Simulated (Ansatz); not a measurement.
# OSi: the cost of one run

Method: unrestricted Hartree-Fock, Gaussian basis aug-cc-pV(Q+d)Z, and further levels as typed in the inputs, in Ansatz 0.2.0.

### 1 The starting structure

Bond lengths: Si1–O2 1.520 Å.

Structure file:

```xyz
2

Si    0.0000    0.0000    0.0000
O     0.0000    0.0000    1.5200
```

### 2 Single point: OSi, charge +1

input.yaml

```yaml
crystal:
  periodic: [false, false, false]
  atoms:
    - { symbol: Si, position_ang: [0.0, 0.0, 0.0] }
    - { symbol: O, position_ang: [0.0, 0.0, 1.52] }
magnetization:
  spin_polarized: true
  initial_magnetization: 1
total_charge: 1
basis:
  gaussian:
    orbitals: "aug-cc-pV(Q+d)Z.json"
    occupation: { up: { A1: 7, B1: 2, B2: 2 }, down: { A1: 6, B1: 2, B2: 2 } }
hamiltonian:
  xc: hf
output:
  orbitals: {}
```

The run is started by

```sh
ansatz run input.yaml --threads 1 --pin off --max-ram 3072MiB --backend cpu --events-out ev --progress --plain --runs-dir out
```

What time and memory should one allow on 1 thread of Intel Xeon at 2.30GHz, shared host?

About 2.1 s, with a peak of 0.35 GiB.
